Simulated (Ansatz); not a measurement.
System: zinc-blende MgS (metastable phase). Method: HSE06 in Ansatz (plane waves, PAW).

Settings: plane-wave cutoff 460 eV, 8×8×8 k mesh, Fermi–Dirac smearing 0.01 eV, scalar-relativistic PAW data made under PBE.

Results at a series of volumes:

```
V (Å³/atom)  E − E_lowest (meV/atom)  P (GPa)
-----------  -----------------------  -------
21.566                         11.46     3.38
22.134                          2.74     1.58
22.678                          0.00     0.06
23.269                          2.52    -1.40
23.836                          9.70    -2.63
```

Problem. Estimate the bulk modulus from the pressures at 22.134 and 23.269 Å³/atom, and compare it with a fit to all energies.

Solution. B = −V dP/dV. Between V = 22.134 and 23.269 Å³/atom, dP/dV = (-1.40 − (1.58))/(23.269 − 22.134) = -2.63 GPa per Å³/atom; at the midpoint 22.701 Å³/atom this gives B ≈ 59.6 GPa. The third-order Birch–Murnaghan fit gives V0 = 22.701 Å³/atom, B0 = 59.5 GPa, B′ = 4.0, which lies within 1 % of that estimate.

Computed values are for the static lattice.

The result took very roughly 9 core-minutes.

Ansatz is an electronic-structure program.
